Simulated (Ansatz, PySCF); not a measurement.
This PySCF input computes a PBE/def2-TZVPD energy:

```python
from pyscf import gto, scf, dft

mol = gto.M(
    atom='''
    O     0.04506196   -0.76326742   -0.00033480
    C     0.02554004    0.62401008    0.00008452
    C     1.39881450   -1.38514142   -0.00460205
    C    -1.41891819    1.12299125    0.00459498
    H     0.56425370    1.02806812    0.88086636
    H     0.55890179    1.02852619   -0.88373893
    H     1.91752030   -0.92164996   -0.88283989
    H     1.92283869   -0.92210516    0.87071378
    H    -1.94842248    0.75240963   -0.87706723
    H    -1.94306535    0.75195111    0.88926030
    H    -1.46514037    2.21777999    0.00501936
    ''',
    basis='def2-tzvpd',
    charge=-1,
    spin=0,
    verbose=4,
)

mf = dft.RKS(mol, xc='pbe').density_fit(auxbasis='def2-universal-jkfit')
mf.grids.level = 3
mf.conv_tol = 1e-9
mf.max_cycle = 100
mf.max_memory = 1500
mf.kernel()
if not mf.converged:
    mf = mf.newton()
    mf.kernel(mf.make_rdm1())
mf.analyze()
```

**Question.** Write an input for the same energy in Ansatz (an electronic-structure program) and say what it gives.

**Answer.** 
Ansatz 0.2 input:
```yaml
crystal:
  periodic: [false, false, false]
  atoms:
    - {symbol: O, position_ang: [0.04506196, -0.76326742, -0.00033480]}
    - {symbol: C, position_ang: [0.02554004, 0.62401008, 0.00008452]}
    - {symbol: C, position_ang: [1.39881450, -1.38514142, -0.00460205]}
    - {symbol: C, position_ang: [-1.41891819, 1.12299125, 0.00459498]}
    - {symbol: H, position_ang: [0.56425370, 1.02806812, 0.88086636]}
    - {symbol: H, position_ang: [0.55890179, 1.02852619, -0.88373893]}
    - {symbol: H, position_ang: [1.91752030, -0.92164996, -0.88283989]}
    - {symbol: H, position_ang: [1.92283869, -0.92210516, 0.87071378]}
    - {symbol: H, position_ang: [-1.94842248, 0.75240963, -0.87706723]}
    - {symbol: H, position_ang: [-1.94306535, 0.75195111, 0.88926030]}
    - {symbol: H, position_ang: [-1.46514037, 2.21777999, 0.00501936]}
basis:
  gaussian:
    orbitals: def2-TZVPD
hamiltonian:
  xc: {name: PBE}
total_charge: -1
output: {forces: true}
```
It gives -193.50042 Eh, and PySCF -193.50055 Eh, a difference of 0.13 mEh, from the treatment of integrals and grids.

It need not be the lowest isomer of its formula. Whether it binds its extra electron was not tested at this geometry.
